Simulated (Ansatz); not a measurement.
Input file:

```yaml
crystal:
  periodic: [false, false, false]
  atoms:
    - {symbol: Si, position_ang: [0.300000, 0.000000, -1.395385]}
    - {symbol: Al, position_ang: [0.000000, 0.000000, -1.445385]}
    - {symbol: H, position_ang: [0.000000, 1.405470, -2.174035]}
    - {symbol: H, position_ang: [0.000000, -1.405470, -2.174035]}
basis:
  gaussian: {orbitals: cc-pVDZ}
magnetization: {spin_polarized: false, initial_magnetization: 3}
hamiltonian: {xc: hf}
output: {orbitals: {seedname: orbitals}}
```

```sh
$ ansatz run in.yaml --threads 1 --pin off --events-out ev --progress --plain --max-ram 2393MiB
```

**Question.** One thing in this input was set wrong on purpose, beside settings that are merely unusual. What is the gravest fault, and what does the program do?

**Answer.** Atoms on top of each other. How the run ends: converged.
```
465 factors; integrals over basis functions are off by at most 8.1e-4 eV
mean field evaluation 1: about -12554.3514 eV, gradient 7.6e1 eV
mean field evaluation 2: about -12554.4830 eV, gradient 7.6e1 eV
mean field evaluation 4: about -12562.5301 eV, gradient 2.2e0 eV
mean field evaluation 8: about -12562.5775 eV, gradient 1.8e-3 eV
a density is far from that of the atoms, so the factors are made again for it
582 factors; integrals over basis functions are off by at most 8.2e-5 eV
mean field evaluation 16: about -12562.5778 eV, gradient 2.1e-1 eV
mean field -12562.57796396 eV, -461.6662249543 hartree, gradient 1.8e-5 eV, S^2 3.750000; 0 other end points of the search recorded, 0 dependent functions left out
reference -12562.57796396 eV, -461.6662249543 hartree; 16, 13 occupied and 30, 33 virtual orbitals, 582 factors
Total energy: -12562.57796396 eV, -461.6662249543 hartree
```
